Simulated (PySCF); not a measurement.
**AlP: from the state search to spectroscopic constants**

The task here is to estimate one member of a computed series from the others.

Computed with PySCF 2.14.0. Level: Al 6-31G(d,p), P 6-31G(d,p), no relativity.

Set-up of the first run:

The job is set up so:

```
atoms                         : Al, P
charge                        : 0
basis                         : Al 6-31G(d,p), P 6-31G(d,p)
Hamiltonian                   : no relativity
basis functions               : 36
electrons treated             : 28
masses in u                   : 26.9815, 30.9738
levels                        : PBE0, PBE, r²SCAN, PW91, M06, BP86, LC-ωPBE, HF, MP2, SCS-MP2, CCSD, CCSD(T)
grid                          : 80 radial by 434 angular points
occupations                   : held fixed by the projection of orbital angular momentum
dissociation limit            : Al + P, each in its ground configuration
starting distance in angstrom : 2.260
values of 2S to try           : 0, 2, 4
```

Started as:

```
OMP_NUM_THREADS=1 python dia.py task.json out
```

Steps of the session up to this table: Set-up; First curve: PBE0; Higher solutions at PBE0; PBE (GGA); r²SCAN (meta-GGA); PW91; M06; BP86 (GGA); LC-ωPBE; UHF (mean field); Adding correlation.

One of the session's tables, all rows but one given; the rest of the session is left out.

Energy (eV) from each level's lowest point:

| R (Å) | UHF | UHF-MP2 | UHF-SCS-MP2 | UHF-CCSD | UHF-CCSD(T) |
| --- | --- | --- | --- | --- | --- |
| 2.103 | 0.656 | 0.590 | 0.616 | n/a | n/a |
| 2.200 | 0.285 | 0.242 | 0.260 | 0.248 | 0.251 |
| 2.298 | 0.085 | 0.061 | 0.072 | 0.065 | 0.067 |
| 2.372 | 0.016 | 0.005 | 0.011 | 0.008 | 0.009 |
| 2.445 | 0.000 | 0.000 | 0.000 | 0.000 | 0.000 |
| 2.518 | 0.024 | 0.033 | 0.028 | 0.030 | 0.029 |
| 2.616 | ? | ? | ? | ? | ? |
| 2.738 | 0.241 | 0.276 | 0.256 | 0.257 | 0.250 |
| 2.885 | 0.438 | 0.506 | 0.481 | 0.459 | 0.450 |
| 3.081 | 0.671 | 0.852 | 0.830 | n/a | n/a |

**Question.** Estimate the row for R (Å) = 2.616.

Worked estimate for «UHF». A straight line through the neighbours (2.518, 0.024) and (2.738, 0.241) gives 0.024 + (0.241 − 0.024) × (2.616 − 2.518) / (2.738 − 2.518) = 0.121; a parabola fitted to 4 rows on both sides gives 0.108.

**Answer.** UHF: 0.100; UHF-MP2: 0.121; UHF-SCS-MP2: 0.109; UHF-CCSD: 0.112; UHF-CCSD(T): 0.109. In «UHF» the line misses by +0.021 and the parabola by +0.008.

State 2 has its PBE0 minimum 0.02 eV higher. The other levels ran on the lowest alone.
